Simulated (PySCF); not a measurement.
# Static response to an electric field

H3SiCH2F, CH₅FSi.
Structure used (GFN2-xTB), in Å, numbered top down from 1:
```xyz
8
CH5FSi angstrom
F      1.6227    0.1566   -0.9982
C      0.9392   -0.0664    0.1819
Si    -0.9508    0.0544   -0.1145
H      1.2505   -1.0540    0.5329
H      1.3053    0.6798    0.8923
H     -1.2528    1.3947   -0.6106
H     -1.3252   -0.9642   -1.0922
H     -1.5799   -0.1914    1.1837
```

Level: B3LYP/def2-SVPD (PySCF), static field, nuclei fixed, core orbitals frozen in the response. The polarisability tensor in these axes (au):

```
x   47.15 -0.30  0.33
y   -0.30 39.98 -0.29
z    0.33 -0.29 41.24
```

Problem. What are the eigenvalues, a third of the trace, and Δα (Δα² = ½Σ(αi − αj)² over the three pairs)?

Solution. Principal values 39.91, 41.28 and 47.18 au; mean 42.79 au = 6.34 Å³ = 7.05 × 10⁻⁴⁰ C²·m²/J; Δα = 6.69 au (16 % of the mean).

Problem. What is the dipole moment, and where does it point?

Solution. (-0.85, -0.27, 1.44) D, 1.69 D in size, pointing from the negative to the positive side. Measured along this direction, the outermost atoms are F1 at the negative end and H8 at the positive end.

Problem. Estimate the molar refractivity from the static electronic polarisability.

Solution. Lorentz–Lorenz: R = (4π/3)N_A α = 2.5225 cm³/(mol·Å³) × 6.34 Å³ = 16.0 cm³/mol, in the limit of long wavelengths.

Problem. Traceless (Buckingham) quadrupole moment about the centre of nuclear charge: eigenvalues?

Solution. -4.49, 1.62, 2.86 D·Å. The values depend on the origin, since the dipole doesn't vanish. The electronic extent ⟨r²⟩ about the same centre is 297 bohr², a root-mean-square distance of 1.56 Å for the 34 electrons.

Problem. What would n − 1 = 2πNα be for an ideal gas of these molecules at 400 K and 1 atm, electronic part alone?

Solution. N = p/kT = 1.8347 × 10¹⁹ cm⁻³, so n − 1 = 2π × N × 6.34 × 10⁻²⁴ cm³ = 731 × 10⁻⁶ at long wavelengths, for an ideal gas.

Isolated species at its GFN2-xTB geometry, gas phase.
